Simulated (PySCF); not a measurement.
Species: Si2H4 (triplet state).
Bonds: Si1–Si2. Hydrogens: H3 on Si1; H4, H5, H6 on Si2.

A GFN2-xTB structure was refined with PBE0-D3(BJ)/def2-SVP geometry optimisation, gas phase in PySCF 2.14.0. Its GFN2-xTB values:

```
coordinate  GFN2-xTB
   Si1–Si2   2.254 Å
    Si1–H3   1.474 Å
    Si2–H4   1.474 Å
Si1–Si2–H4    115.5°
Si1–Si2–H5    105.4°
Si2–Si1–H3    128.8°
 H4–Si2–H5    107.8°
```

Problem. How do these coordinates change at the PBE0-D3(BJ)/def2-SVP level?

Solution. 
| coordinate | PBE0-D3(BJ)/def2-SVP (Å or °) | change |
| --- | --- | --- |
| Si1–Si2 | 2.323 | +0.069 |
| Si1–H3 | 1.499 | +0.025 |
| Si2–H4 | 1.497 | +0.023 |
| Si2–Si1–H3 | 122.6 | -6.2 |
| Si1–Si2–H4 | 111.4 | -4.1 |
| Si1–Si2–H5 | 107.0 | +1.6 |
| H4–Si2–H5 | 109.1 | +1.3 |

The energy falls by 1.7 kcal/mol over 6 energy and gradient evaluations, the largest force component goes from 0.0102 to 1.6e-04 Eh/bohr, and the atoms move by 0.077 Å rms after alignment. The bond that changes most is Si1–Si2 (ends: silicon bonded to Si and H; silicon bonded to Si and 3 H), which lengthens by 0.069 Å. Bonds longer at the end by more than 0.005 Å: 5 of 5; shorter: 0. Rotational constants go from 74014, 5842, 5752 to 67599, 5568, 5477 MHz.

The run used 56 basis functions and 38 SCF cycles in all.

Whether it is a minimum is left open (no frequencies). ⟨S²⟩ = 2.005 (exact for a triplet: 2.00). This triplet need not be the ground state; the singlet was not compared here.
